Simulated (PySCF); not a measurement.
Gas-phase thermal properties of NO

Method: PySCF energies (xtb for GFN2) plus ideal-gas RRHO corrections (1 bar). The comparison is the NASA 1993 polynomial table, which mixes measured and estimated data. 6-31G* has spherical d functions here. Open shells (unrestricted): NO (multiplicity 2, electronic degeneracy 4). GFN2 has no spin-polarisation term. Spin-orbit splitting is ignored; it lowers the true energy and changes the entropy of NO. B3LYP is the form with VWN-RPA correlation. The harmonic model lacks anharmonicity and excited electronic states, which grow with temperature; levels with a mode under 35 cm⁻¹ are left out.

```json
[
 {"level": "table", "point group": "-", "σ": "-", "ZPE (kJ/mol)": "-", "S°298 (J/mol/K)": "210.7", "Cp298 (J/mol/K)": "29.9", "S°1000 (J/mol/K)": "248.5", "H1000 − H298 (kJ/mol)": "22.2"},
 {"level": "B3LYP/6-31G*", "point group": "C∞v", "σ": "1", "ZPE (kJ/mol)": "11.9", "S°298 (J/mol/K)": "211.1", "Cp298 (J/mol/K)": "29.2", "S°1000 (J/mol/K)": "248.3", "H1000 − H298 (kJ/mol)": "21.9"},
 {"level": "GFN2-xTB", "point group": "C∞v", "σ": "1", "ZPE (kJ/mol)": "11.7", "S°298 (J/mol/K)": "211.1", "Cp298 (J/mol/K)": "29.2", "S°1000 (J/mol/K)": "248.3", "H1000 − H298 (kJ/mol)": "21.9"},
 {"level": "HF/6-31G*", "point group": "C∞v", "σ": "1", "ZPE (kJ/mol)": "13.3", "S°298 (J/mol/K)": "210.7", "Cp298 (J/mol/K)": "29.1", "S°1000 (J/mol/K)": "247.4", "H1000 − H298 (kJ/mol)": "21.5"},
 {"level": "PBE/def2-SVP", "point group": "C∞v", "σ": "1", "ZPE (kJ/mol)": "11.7", "S°298 (J/mol/K)": "211.2", "Cp298 (J/mol/K)": "29.2", "S°1000 (J/mol/K)": "248.4", "H1000 − H298 (kJ/mol)": "21.9"},
 {"level": "PBE0/def2-TZVP", "point group": "C∞v", "σ": "1", "ZPE (kJ/mol)": "12.1", "S°298 (J/mol/K)": "210.9", "Cp298 (J/mol/K)": "29.1", "S°1000 (J/mol/K)": "247.9", "H1000 − H298 (kJ/mol)": "21.8"}
]
```
σ: rotational symmetry number. Electronic degeneracy used: 4. Frequencies are unscaled.
